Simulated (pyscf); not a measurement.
Optimised with ωB97X-D3(BJ)/def2-SVP in PySCF.

Estimate the classical barrier height and the reaction energy of H₃Ge–SeH (SMILES [GeH3][SeH]) + HCl (SMILES Cl) → Cl–GeH₂–SeH (SMILES [Cl][GeH2][SeH]) + H₂ (SMILES [H][H]) at ωB97M-D3(BJ)/def2-TZVP. The step runs on the singlet surface, breaks Ge–H, Cl–H and forms Cl–Ge, H–H; take the separated reactants as zero.

ΔE‡ = 37.6 kcal/mol, ΔE = -12.9 kcal/mol. Zero-point energy shifts the barrier by +0.4 kcal/mol. It is a four-centre exchange, with an imaginary mode of 940i cm⁻¹. This is the saddle that the search found; another between the same sides may lie lower. Elements up to Kr have no core potential and no relativistic terms here.
